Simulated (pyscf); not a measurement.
`[CH3][Te][TeH]` + `[H][H]` → `[CH3][TeH]` + `[TeH2]` (four-centre exchange; singlet surface; Te–Te, H–H broken, H–Te, H–Te formed). Optimised with ωB97X-D3(BJ)/def2-SVP in PySCF. Energies in kcal/mol from the separated reactants.

```tsv
level	barrier	reaction energy
PBE/def2-TZVP	___	___
r²SCAN/def2-TZVP	59.8	+13.6
PBE0-D3(BJ)/def2-TZVP	60.8	+13.7
M06-2X/def2-TZVP	69.0	+15.0
ωB97M-D3(BJ)/def2-TZVP	___	+10.3
HF/def2-TZVP	88.6	+6.9
```

**Question.** What belongs in the gaps?

**Answer.** 
- PBE/def2-TZVP, barrier: 54.5
- PBE/def2-TZVP, reaction energy: +13.2
- ωB97M-D3(BJ)/def2-TZVP, barrier: 68.3

The functionals in the table span 14.4 kcal/mol in this barrier, from PBE to M06-2X. On the product side the descent ends in a complex (not fully relaxed), 4.7 kcal/mol under the separated species and 58.0 kcal/mol under the saddle at ωB97X-D3(BJ)/def2-TZVP. At ωB97X-D3(BJ)/def2-TZVP the barrier from the zero used here is 73.3 kcal/mol. The same reactants have a lower exit, to H₃C–Te• + TeH• + H₂ (no saddle counted: cutting one bond costs +46.4 kcal/mol at ωB97M-D3(BJ)/def2-TZVP, against +68.3 kcal/mol here). This is the saddle that the search found; another between the same sides may lie lower. A restricted solution here is unstable towards spin polarisation, so biradical character is likely and single-reference numbers are less safe. Elements past Kr carry the def2 core potentials, without spin-orbit coupling.
